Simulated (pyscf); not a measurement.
`[F][In]` [singlet] + `[H][H]` → `[InH]` [singlet] + `[FH]`, a four-centre exchange (singlet surface; F–In, H–H broken, H–In, F–H formed). Structures and frequencies: ωB97X-D3(BJ)/def2-SVP in PySCF. Energies in kJ/mol from the separated reactants.

AM1 to PM7: differences of heats of formation from MOPAC, which are fitted to 298 K values and so differ in kind from electronic energies by zero-point and thermal terms. 

### Question
Quick PM3 single points give ΔE‡ = 240.2 kJ/mol and ΔE = +159.9 kJ/mol. What does ωB97M-D3(BJ)/def2-TZVP give, and how far is the quick result from it?

### Answer
ωB97M-D3(BJ)/def2-TZVP gives ΔE‡ = 112.8 kJ/mol and ΔE = +144.1 kJ/mol. PM3 lies 127.4 kJ/mol over it in the barrier and 15.8 kJ/mol over it in the reaction energy, so on this step it does not hold to within 12.6 kJ/mol. ωB97M-D3(BJ)/def2-TZVP has limits of its own. On the product side the descent ends in a bound adduct, 45.2 kJ/mol under the separated species and 7.2 kJ/mol under the saddle at ωB97X-D3(BJ)/def2-TZVP. At ωB97M-D3(BJ) the saddle lies under the separated products, which points to a path from their complex (located at ωB97X-D3(BJ) alone), and parting the products costs more than the saddle. At the saddle there is also a short H–In contact that neither side keeps. One saddle was located; it need not be the lowest between these sides. In the def2 sets elements past Kr carry core potentials, without spin-orbit coupling.
